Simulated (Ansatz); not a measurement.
# BNHO (doublet): wave-function methods side by side, cc-pVDZ

One table from this session's results is given with a row withheld; the runs are named, their logs left out.

Method: cc-pVDZ, core rule «outside noble gas», up to 3 orbitals frozen; program: Ansatz 0.2.0, Gaussian basis.

To be run: UHF; CCSD(T) on ROHF; CCSD(T) on UHF; BCCD(T) on ROHF; CISD as a restricted active space (open shells left free, so some higher excitations enter); CCSDT(Q) on ROHF; CCSDT(Q) on UHF.

31 further runs of the same task are left out: 6 for a known fault of the program, 12 that didn't finish, 13 set aside as unsound or not needed. Runs told in other sessions of the task aren't counted.

### The geometry

The geometry is a PBE0/def2-TZVP stationary point (not a proven minimum) of the parent state, kept for this charge and spin.

4 atoms, charge 0, spin multiplicity 2.

Atoms are counted from 1 here; the program's logs count them from 0.

Bond lengths: B1–O2 1.297 Å, B1–N3 1.456 Å, N3–H4 1.024 Å. Angles: O2–B1–N3 104.2°, B1–N3–H4 125.7°.

Set-up of the first run:

The input, in.yaml:

```yaml
crystal:
  periodic: [false, false, false]
  atoms:
    - {symbol: B, position_ang: [0.000000, -0.641441, 0.112037]}
    - {symbol: O, position_ang: [0.000000, 0.293033, 1.012076]}
    - {symbol: N, position_ang: [0.000000, 0.081208, -1.152009]}
    - {symbol: H, position_ang: [0.000000, 1.100079, -1.258002]}
basis:
  gaussian: {orbitals: cc-pVDZ}
magnetization: {spin_polarized: true, initial_magnetization: 1}
hamiltonian: {xc: hf}
output: {orbitals: {seedname: orbitals}}
```

On the command line:

```console
$ ansatz run in.yaml --threads 1 --pin off --events-out ev --progress --plain --max-ram 2393MiB
```

Among the steps run: UHF; CCSD(T) on ROHF; CCSD(T) on UHF; BCCD(T) on ROHF; CISD as a restricted active space (open shells left free, so some higher excitations enter); CCSDT(Q) on ROHF; CCSDT(Q) on UHF.

One table of the session follows, with a row left open; its other results are not shown here.

| method | from RCCSDT(Q) (kcal/mol) |
| --- | --- |
| ROHF | +289.03 |
| RMP2 | +22.51 |
| UMP2 | +22.81 |
| CISD | +43.91 |
| RCCSD | +14.13 |
| UCCSD | +14.05 |
| RCCSD(T) | +2.00 |
| UCCSD(T) | ? |
| BCCD(T) | +2.12 |
| RCCSDT | +1.15 |
| UCCSDT | +1.13 |
| RCCSDT(Q) | 0 |
| UCCSDT(Q) | -0.46 |

**Question.** Estimate the row for UCCSD(T).

The run gave: from RCCSDT(Q) (kcal/mol): +2.01. In the column «from RCCSDT(Q) (kcal/mol)» it lies between RCCSD(T) (+2.00) and BCCD(T) (+2.12).

Left out of the table: UHF (another determinant or state than the rows shown).

Caveats from the session: The determinant of HF (⟨S²⟩ 1.65) is far from a pure spin state, so its energy mixes those of several spin states; that is harmless only where they are near-degenerate. Restricted and unrestricted rows rest on different reference determinants; a gap between their highest levels can come from leftover correlation error, from unlike frozen cores or from another state.
